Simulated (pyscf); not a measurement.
Four-centre exchange: H₂B–CH₃ + methane (CH₄) -> H₃C–BH–CH₃ + hydrogen (H₂)

Gas phase, singlet surface, charge 0. Bonds broken: B2–H6, C8–H9. Bonds formed: B2–C8, H6–H9. Single points on ωB97X-D3(BJ)/def2-SVP structures (PySCF, gas phase).

Transition state (Å):

```xyz
12

C     -0.7801    -0.9885    -0.5362
B     -0.2220     0.4303    -0.0505
H     -0.2405    -1.3548    -1.4244
H     -1.8539    -0.9646    -0.7883
H     -0.6484    -1.7450     0.2567
H     -0.4426     1.3126    -0.9809
H      0.9314     0.6311     0.2550
C     -1.1910     1.0168     1.3163
H     -0.9701     1.4598    -0.0363
H     -2.2857     0.9773     1.2014
H     -0.8997     1.9736     1.7749
H     -0.9014     0.2116     2.0043
```

One imaginary mode, 1120i cm⁻¹; descent along it reached the two sides named.

```json
[
 {"bond": "B2–H6", "change": "breaks", "reactant side (Å)": "1.213", "saddle": "1.301", "product side": "2.8"},
 {"bond": "C8–H9", "change": "breaks", "reactant side (Å)": "1.101", "saddle": "1.440", "product side": "3.3"},
 {"bond": "B2–C8", "change": "forms", "reactant side (Å)": "3.2", "saddle": "1.775", "product side": "1.572"},
 {"bond": "H6–H9", "change": "forms", "reactant side (Å)": "2.6", "saddle": "1.092", "product side": "0.760"}
]
```

Electronic energies relative to the separated reactants (eV):

```tsv
level	barrier	reaction energy	reverse barrier
ωB97X-D3(BJ)/def2-TZVP	1.07	+0.16	0.90
PBE/def2-TZVP	0.73	+0.14	0.59
r²SCAN/def2-TZVP	0.85	+0.12	0.72
B3LYP-D3(BJ)/def2-TZVP	1.11	+0.18	0.93
PBE0-D3(BJ)/def2-TZVP	0.80	+0.14	0.66
M06-2X/def2-TZVP	1.06	+0.14	0.92
ωB97M-D3(BJ)/def2-TZVP	1.04	+0.16	0.87
HF/def2-TZVP	2.11	+0.39	1.72
```

With ωB97M-D3(BJ)/def2-TZVP energies and thermal terms (ideal gas, 1 atm, RRHO with modes under 100 cm⁻¹ raised to 100, one conformer, R ln 2 for chiral ones without a mode under 150 cm⁻¹), in eV:

```csv
T (K),ΔH‡,ΔG‡,ΔH,ΔG
298,1.06,1.50,+0.03,+0.09
600,1.05,1.95,+0.09,+0.12
900,1.07,2.39,+0.13,+0.13
1200,1.10,2.83,+0.17,+0.12
```

At the saddle there is also a short B–H contact that neither side keeps. This is the saddle that the search found; another between the same sides may lie lower.
